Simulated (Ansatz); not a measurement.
Rock-salt SnTe (cubic form, which distorts at low temperature), treated with PBE-D3(BJ) in Ansatz (plane waves, PAW).

Numerical settings: plane-wave cutoff 520 eV, 10×10×10 k mesh, Fermi–Dirac smearing 0.01 eV, scalar-relativistic PAW data made under PBE.

Cell (relaxed at this level):

```yaml
crystal:
  lattice:
    - [0.00000, 3.15414, 3.15414]
    - [3.15414, 0.00000, 3.15414]
    - [3.15414, 3.15414, 0.00000]
  atoms:
    - { symbol: Sn, position: [0.00000, 0.00000, 0.00000] }
    - { symbol: Te, position: [0.50000, 0.50000, 0.50000] }
```

**Question.** Estimate the bulk modulus B0, band gap, direct gap at Γ and pressure derivative B′ of the bulk modulus that the calculation returns.

**Answer.** 
bulk modulus B0: 44.6 GPa
band gap: 0.09 eV
direct gap at Γ: 5.48 eV
pressure derivative B′ of the bulk modulus: 5.7

Measured, for comparison: band gap 0.3 eV (4 K, zero-point motion not removed, bulk gap, ARPES or transport; rounded; as tabulated in Ando (2013), arXiv:1304.5693); bulk modulus 37.8 GPa (temperature not stated, no zero-point or thermal correction; as tabulated in Toher et al. (2017), arXiv:1611.05714). Computed (rounded) less measured: bulk modulus +18 %.

Note: symmetry holds this phase in the static calculation, where it need not be a minimum.

Spin–orbit coupling is not included; it can close the smallest gap of 0.09 eV.

Static lattice: no zero-point or thermal effects.

It cost about 50 core-seconds (a rough figure) of CPU time.

Ansatz is a quantum-chemistry and plane-wave program.
